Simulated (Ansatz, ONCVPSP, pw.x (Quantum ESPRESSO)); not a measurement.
**Ti (diamond): variants of one ONCV potential in the solid**

```
Element                 : titanium
Generator               : ONCVPSP 4.0.1.1 (patched build)
Type                    : optimised norm-conserving Vanderbilt (ONCV)
Functional              : PBEsol
Relativity              : scalar-relativistic
Frozen core             : [Ne]
Valence charge          : 12
Reference configuration : 3s2 3p6 3d2 4s2
Partial waves           : 3s+4s: rc 1.50 bohr, ncon 3, nbas 7, qcut 7.9 1/bohr, 2 projectors; 3p: rc 1.55 bohr, ncon 3, nbas 7, qcut 7.2 1/bohr, 1 projector; 3d: rc 1.50 bohr, ncon 4, nbas 8, qcut 11.8 1/bohr, local
Local potential         : the d channel
Core correction         : none
```

Crystal test: diamond Ti in pw.x 7.5, no spin, 8³ k-points, Fermi–Dirac smearing 0.01 Ry, cutoffs set for each file from its atomic test. The reference is all-electron LAPW (Ansatz 0.2.0) with the same functional, mesh and smearing; V0 and B0 come from Birch–Murnaghan fits to the pressures at five volumes. Errors are pseudo minus all-electron; Δ is the rms difference of the E(V) curves that follow from these fits, minima aligned, over ±6 % about the mean V0. Mesh and smearing are coarse, so the numbers serve the comparison and aren't converged zero-temperature values; the lattice is a test structure that the element need not adopt.

All-electron: a0 = 5.548 Å (V0 = 21.34 Å³/atom), B0 = 33.1 GPa.

Base: Atomic configuration tests: 1 of 4 tests not solved or not reliable.

1 further variants are left out: they gave no file fit for a test, a broken result, the same result as the base, or pressures whose basis-set error rivals the error shown.

```tsv
change	cutoffs (Ry)	pw.x	a0 (Å)	a0 error (%)	B0 error (%)	Δ (meV/atom)	mean pressure error (GPa)
base	120/480	converged	5.568	+0.36	+2.1	1.7	+0.37
s: nproj 4	120/480	converged	5.568	+0.36	+1.6	1.7	+0.37
s: rc 2.04	120/480	converged	5.566	+0.33	+1.7	1.6	+0.34
```

(1) Give the row for: d: nproj 1; local potential polynomial inside 1.45 bohr (lpopt 5, dvloc0 0 Ha).

Answers

(1) pw.x: converged; mean pressure error (GPa): +0.15; a0 (Å): 5.556; a0 error (%): +0.15; B0 error (%): +0.7; Δ (meV/atom): 0.7.
